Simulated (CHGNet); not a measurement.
**Rock-salt TiN**

These are the machine-learned potential CHGNet 0.3.0 (trained on PBE and PBE+U data) values and carry that method's errors.

Cell (relaxed at this level):

```
CELL_PARAMETERS angstrom
      0.00000     2.12380     2.12380
      2.12380     0.00000     2.12380
      2.12380     2.12380     0.00000
ATOMIC_POSITIONS crystal
  Ti 0.00000 0.00000 0.00000
  N  0.50000 0.50000 0.50000
```

```json
{
  "lattice_constant_a": "4.248 Å",
  "volume_per_atom": "9.58 Å³/atom"
}
```

Measured, for comparison: lattice constant a 4.239 Å, equilibrium volume per atom 9.52 Å³/atom (temperature not stated, no zero-point or thermal correction; as tabulated in Zhang et al. (2018), doi:10.1088/1367-2630/aac7f0). Computed (rounded) less measured: lattice constant a +0.2 %, equilibrium volume per atom +0.6 %.

A machine-learned potential is trained on density-functional data: it inherits that level's misses and adds fitting errors of its own.
